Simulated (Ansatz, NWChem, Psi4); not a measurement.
# A ladder of methods for Si3H8 (trisilane)

The species is Si3H8 (11 atoms), meant as a singlet with charge 0. As SMILES, `[SiH3][SiH2][SiH3]`. Geometry: relaxed at PBE0-D4/def2-TZVP.

Each level gives the atomisation enthalpy at 298 K (kJ/mol). The values are calculated. The thermal term (zero-point and 298 K enthalpy, harmonic and unscaled) is that of B3LYP/6-31G*; the spin-orbit lowering of the free atoms at 298 K, 1.3 kJ/mol by their spectra, is taken off.

**What was measured.** CRC Handbook of Chemistry and Physics gives the atomisation enthalpy at 298 K of the gas as 2973 kJ/mol.

| level | kind | program | value (kJ/mol) | computed − measured |
| --- | --- | --- | --- | --- |
| BLYP/6-31G* (spherical functions) | GGA | Ansatz | 2873 | -100 |
| PBE/6-31G* (spherical functions) | GGA | Ansatz | 2905 | -68 |
| r2SCAN/6-31G* (spherical functions) | meta-GGA | Ansatz | 2960 | -13 |
| PBE0/6-31G* (spherical functions) | global hybrid | Ansatz | 2911 | -62 |
| HSE06/6-31G* (spherical functions) | range-separated hybrid | Ansatz | 2913 | -60 |
| wB97M-V/6-31G* (spherical functions) | range-separated hybrid | Psi4 | 2991 | +18 |
| MP2/6-31G* (spherical functions) | perturbation theory | Ansatz | 2553 | -420 |
| MP3/6-31G* (spherical functions) | perturbation theory | NWChem | 2583 | -390 |

Nearest: r2SCAN/6-31G* (spherical functions) (-13 kJ/mol); farthest: MP2/6-31G* (spherical functions) (-420 kJ/mol). Computed less measured by kind, in kJ/mol (of the ab initio rows, those in 6-31G*): GGA -100 to -68; meta-GGA -13; global hybrid -62; range-separated hybrid -60 to +18; perturbation theory -420 to -390. Wave-function methods converge slowly with the basis and bind too weakly in sets of this size; that is part of their error here. The measured heats of formation of B, Si, Al and metal atoms are uncertain by some kJ/mol each.
